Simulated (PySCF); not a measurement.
**Working with the constants of NaO⁺**

UHF-CCSD(T) constants of NaO⁺, ³Σ⁻ (triplet), unpaired electrons π ↑↑ (Na 6-311G(d,p), O 6-311G(d,p); no relativity (PySCF 2.14); masses 22.9898 and 15.9949 u):

- ωe: 192.5 cm⁻¹
- ωexe: 4.15 cm⁻¹
- Be: 0.27802 cm⁻¹
- αe: 0.00719 cm⁻¹
- D (centrifugal): 2.32e-06 cm⁻¹
- De to Na⁺ + O: 0.364 eV

Q: Give the vibrational terms G(v) and spacings up to v = 5.

A: G(v) = ωe(v+½) − ωexe(v+½)².

```
v  G(v) (cm⁻¹)  G(v) − G(v−1)  Bv (cm⁻¹)
0           95                    0.2744
1          279            184     0.2672
2          455            176     0.2600
3          623            168     0.2529
4          782            159     0.2457
5          933            151     0.2385
```

Q: How well does the Morse estimate ωe²/(4ωexe) reproduce De, and what is D0?

A: It gives 0.277 eV, 76 % of the computed De. D0 = De − G(0) = 0.364 − 0.012 = 0.352 eV.

Correlated steps freeze 2 core orbitals. The bond is weak. Basis-set superposition, not corrected here, can be much of De in a small basis, most of all at correlated wavefunction levels. For an ion De counts to the pair picked by the measured ionisation energies or electron affinities, which need not be the lowest pair at this level. The state was picked by a PBE0 search and need not be the measured ground state.
